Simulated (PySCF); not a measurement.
Computed with PBE-D3(BJ)/def2-TZVP // PBE-D3(BJ)/def2-SVP (PySCF). All species are isolated molecules in the gas phase. 

Reference species (SMILES): `[SH]` (neutral, multiplicity 2).

```json
{
  "dipole_moment": "0.87 D"
}
```

Changed species: `[OH]` (free radical OH; the reference has free radical SH).

Q: Give the shifts of the dipole moment.

A: the dipole moment increases by 0.86 D, to 1.73 D.
